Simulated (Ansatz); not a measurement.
# CHSi+ (quintet): wave-function methods side by side, cc-pVTZ

An exercise on one series of results from a longer session: the logs are not shown, and one member is left open.

The runs use Ansatz 0.2.0, Gaussian basis; cc-pVTZ, core rule «outside noble gas», up to 6 orbitals frozen.

To be run: UHF; CCSD(T) on ROHF; CCSD(T) on UHF; BCCD(T) on ROHF; CCSDT(Q) on ROHF; CCSDT(Q) on UHF; CASSCF and MRCISD+Q, 8 electrons in 9 orbitals; CASSCF and NEVPT2, 8 electrons in 9 orbitals.

5 further runs of the same task are left out: 5 set aside as unsound or not needed.

### What is computed

The geometry is a PBE0/def2-TZVP stationary point (not a proven minimum) of the parent state, kept for this charge and spin.

3 atoms, charge 1, spin multiplicity 5.

Atoms are counted from 1 here; the program's logs count them from 0.

Bond lengths: Si1–C2 1.893 Å, C2–H3 1.096 Å. Angles: Si1–C2–H3 133.1°.

The first run:

The input, in.yaml:

```yaml
crystal:
  periodic: [false, false, false]
  atoms:
    - {symbol: Si, position_ang: [0.000000, 0.032553, 0.617233]}
    - {symbol: C, position_ang: [0.000000, -0.127023, -1.268554]}
    - {symbol: H, position_ang: [0.000000, 0.606549, -2.082531]}
basis:
  gaussian: {orbitals: cc-pVTZ}
total_charge: 1
magnetization: {spin_polarized: true, initial_magnetization: 4}
hamiltonian: {xc: hf}
output: {orbitals: {seedname: orbitals}}
```

Command:

```console
ansatz run in.yaml --threads 1 --pin off --events-out ev --progress --plain --max-ram 2816MiB --backend cpu
```

Among the steps run: UHF; CCSD(T) on ROHF; CCSD(T) on UHF; BCCD(T) on ROHF; CCSDT(Q) on ROHF; CCSDT(Q) on UHF; CASSCF and MRCISD+Q, 8 electrons in 9 orbitals; CASSCF and NEVPT2, 8 electrons in 9 orbitals.

One table of the session follows, with a row left open; its other results are not shown here.

| method | from UCCSDT(Q) (kJ/mol) |
| --- | --- |
| ROHF | +486.8 |
| UHF | +467.8 |
| RMP2 | +92.3 |
| UMP2 | +96.0 |
| RCCSD | +24.7 |
| UCCSD | +23.6 |
| RCCSD(T) | +4.9 |
| UCCSD(T) | +4.7 |
| BCCD(T) | +5.1 |
| RCCSDT | +1.5 |
| UCCSDT | +1.1 |
| RCCSDT(Q) | ? |
| UCCSDT(Q) | 0 |
| CASSCF valence | +326.1 |
| NEVPT2 valence | +76.9 |
| MRCISD valence | +22.1 |
| MRCISD+Q valence | +5.3 |

Estimate the missing values for RCCSDT(Q).

The run gave: from UCCSDT(Q) (kJ/mol): +0.4. In the column «from UCCSDT(Q) (kJ/mol)» it lies between UCCSDT(Q) (0) and UCCSDT (+1.1).

To keep in mind: Restricted and unrestricted rows rest on different reference determinants; where their highest levels disagree by more than a few hundredths of an eV, they describe different states and don't form one ladder.
